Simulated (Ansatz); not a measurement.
System: litharge PbO. Method: PBE-D3(BJ) (PAW; Ansatz, a program for electronic structure).

Run with plane-wave cutoff 520 eV, 8×8×8 k mesh, Fermi–Dirac smearing 0.01 eV, scalar-relativistic PAW data made under PBE.

Cell (relaxed at this level):

```xyz
4
Lattice="4.0344 0.0000 0.0000 0.0000 4.0344 0.0000 0.0000 0.0000 4.9956" Properties=species:S:1:pos:R:3 pbc="T T T"
Pb     2.0172     0.0000     3.8084
Pb     0.0000     2.0172     1.1872
O      2.0172     2.0172     0.0000
O      0.0000     0.0000     0.0000
```

Problem. What does this level give for the bulk modulus B0, band gap, smallest direct gap on the k points sampled and Γ–Γ gap?

Solution. 
- bulk modulus B0 = 20.5 GPa
- band gap = 1.27 eV
- smallest direct gap on the k points sampled = 2.19 eV
- Γ–Γ gap = 2.40 eV

Measured, for comparison: bulk modulus 23.1 GPa (temperature not stated, no zero-point or thermal correction; as tabulated in Canepa et al. (2012), arXiv:1204.2842). Computed (rounded) less measured: bulk modulus -11 % (against room or unstated temperature, where such soft solids are markedly softer).

Note: the bulk modulus comes from volumes at which shape and atoms were relaxed.

Spin–orbit coupling is not included; with these elements it can move the gap by several tenths of an eV or more.

The result took very roughly 6 core-minutes.
